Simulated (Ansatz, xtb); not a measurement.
**Two structures of C2H2Si**

Structure X: `C=C=[Si]`, a singlet. Structure Y: a singlet given by its coordinates. Both are isolated molecules in the gas phase, relaxed with B3LYP/6-31G*.

X (Å):

```yaml
atoms:
  - { symbol: C, position_ang: [-0.2223, -0.4587, -0.0581] }
  - { symbol: C, position_ang: [0.4699, -0.3849, 1.0702] }
  - { symbol: Si, position_ang: [-1.1111, -0.5533, -1.5068] }
  - { symbol: H, position_ang: [0.4844, 0.5141, 1.6935] }
  - { symbol: H, position_ang: [1.0696, -1.2184, 1.4479] }
```

Y (Å):

```xyz
5

C    -0.2652    0.4346   -2.9739
C    -1.0790    0.4167   -1.9043
Si    0.5929   -0.2215   -1.4876
H    -0.3620    0.7341   -4.0150
H    -2.1128    0.6955   -1.7137
```

Close contacts (Å): C1–C2 1.34, C1–Si3 1.84, C2–Si3 1.84, C1–H4 1.09, C2–H5 1.09.

**Question.** Which of the two would you expect CCSD(T)/def2-TZVPP electronic energies to favour?

**Answer.** Structure Y; the calculation gives E(Y) − E(X) = −17.6 kcal/mol.

Level by level:

```tsv
level	geometry	E(Y) − E(X) (kcal/mol)	departure from the last row (kcal/mol)	job, with rough time for the two
GFN2-xTB	GFN2-xTB	+0.6	+18.1	optimisation, 0.12 s
HF/STO-3G	GFN2-xTB	−38.3	−20.7	single point, 0.16 s
r2SCAN-D4/def2-SVP	GFN2-xTB	−18.8	−1.2	single point, 1.4 s
B3LYP/6-31G*	B3LYP/6-31G*	−15.3	+2.2	optimisation, 11 s
HF/def2-TZVPP	B3LYP/6-31G*	−21.7	−4.1	part of the CCSD(T) run
MP2/def2-TZVPP	B3LYP/6-31G*	−21.1	−3.6	part of the CCSD(T) run
CCSD(T)/def2-TZVPP	B3LYP/6-31G*	−17.6		single point, 17 s
```

GFN2-xTB puts the two in the other order. The largest departure from CCSD(T)/def2-TZVPP is that of HF/STO-3G, 20.7 kcal/mol.

With harmonic frequencies from B3LYP/6-31G* (ideal gas, rigid rotor, one conformer each, 298.15 K, 1 atm): on the last row, ΔE + ΔZPE = −17.1, ΔH = −17.5, ΔG = −17.0 kcal/mol.

The correlated steps freeze 7 core orbitals. Programs: Ansatz 0.2.0, xtb 6.7.1; the last row on 1 thread of Intel(R) Xeon(R) Platinum 8488C (Sapphire Rapids) on a shared host.
